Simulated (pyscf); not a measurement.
**Routes from [Cl–Al–Cl]• + hydrogen (H₂)**

Candidate steps break at most two bonds and form at most two. Each was searched with GFN2-xTB (tblite) first. PySCF, gas phase, ωB97X-D3(BJ)/def2-SVP geometries. Energies: ωB97M-D3(BJ)/def2-TZVP, eV, from the separated reactants, doublet surface; ΔG‡ with ideal gas, 1 atm, RRHO with modes under 100 cm⁻¹ raised to 100, one conformer, R ln 2 for chiral ones without a mode under 150 cm⁻¹.

```csv
products,type,ΔE‡,ΔE,ΔG‡ 298 K,ΔG‡ 900 K,ν‡ (cm⁻¹)
Cl–AlH–Cl + H•,hydrogen abstraction,1.01,+0.85,1.19,1.83,807i
HCl + [HAl–Cl]•,four-centre exchange,1.50,+1.50,1.84,2.58,789i
```

Row 2: On the product side the descent ends in a complex, 0.32 eV under the separated species and 0.26 eV under the saddle at ωB97X-D3(BJ)/def2-TZVP. 

Plain bond fissions and candidates not yet searched are not listed, and one of them may be faster. Each barrier is that of the saddle found; lower ones may exist.
